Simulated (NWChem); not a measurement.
# Na anion

All runs: NWChem. Pople sets run with spherical d functions. Sets without diffuse functions describe the anion's extra electron poorly. The highest occupied level is positive in some or all of these runs, so the extra electron may be held by the finite basis. Total energies compare along this basis series because the functional is fixed.

```
level            basis functions  energy (Ha)  highest occupied level (eV)  orbital gap (eV)
---------------  ---------------  -----------  ---------------------------  ----------------
PBE0/3-21G                    13    -161.1740                         0.83              2.03
PBE0/6-31G*                   18    -162.1779                         0.92              2.09
PBE0/6-31+G*                  22    -162.1833                         0.45              1.38
PBE0/6-311G**                 26    -162.1849                         0.80              1.76
PBE0/6-311++G**               30    -162.1887                         0.45              1.31
```
